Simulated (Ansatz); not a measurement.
AlH₂⁻, triplet: reading a ladder of total energies

Geometry: that of the AlH2⁻, singlet, kept fixed. The singlet lies 0.8 eV lower here.

```yaml
atoms:
  - { symbol: Al, position_ang: [0.0000, -0.0810, 0.0000] }
  - { symbol: H, position_ang: [0.0000, 1.0848, -1.2329] }
  - { symbol: H, position_ang: [0.0000, 1.0848, 1.2329] }
```

Basis aug-cc-pVDZ; Ansatz 0.2.0. Only valence electrons are correlated (noble-gas cores frozen), which leaves 6 electrons in 40 orbitals. R marks a restricted (for open shells ROHF) determinant, U an unrestricted one.

Full CI is exact within this basis and frozen core; it isn't the basis-set limit. The frozen core follows each run's orbitals, which can shift R against U totals by a few meV.

Runs differ by some tens of microhartree through their thresholds and, for an open shell, their frozen cores, so steps under 0.1 kcal/mol mean nothing.

```json
{"level": "UHF", "total energy (hartree)": "-243.017528"}
{"level": "UMP2", "total energy (hartree)": "-243.087055"}
{"level": "UCCSD", "total energy (hartree)": "-243.109872"}
{"level": "UCCSD(T)", "total energy (hartree)": "-243.112205"}
{"level": "UCCSDT", "total energy (hartree)": "-243.113055"}
{"level": "UCCSDT(Q)", "total energy (hartree)": "-243.113115"}
{"level": "UCCSDTQ", "total energy (hartree)": "-243.113126"}
{"level": "full CI", "total energy (hartree)": "-243.113116"}
```

Question: What is the correlation energy at full CI, and what share of it do UMP2 and UCCSD recover?

Answer: E(corr) = -243.113116 − (-243.017528) = -0.095588 hartree = -2.601 eV. UMP2: -0.069527 / -0.095588 = 72.74 %. UCCSD: -0.092344 / -0.095588 = 96.61 %.

Question: By how many kcal/mol does UCCSD(T) miss full CI (1 hartree = 627.509 kcal/mol), and which steps make up the rest?

Answer: -243.112205 − (-243.113116) = 0.000911 hartree = 0.57 kcal/mol. Steps: UCCSDT − UCCSD(T) = -0.53, UCCSDT(Q) − UCCSDT = -0.04, UCCSDTQ − UCCSDT(Q) = -0.01, full CI − UCCSDTQ = 0.01 kcal/mol. That is within 1 kcal/mol of the reference in this basis, which itself misses far more of the correlation at the basis-set limit.
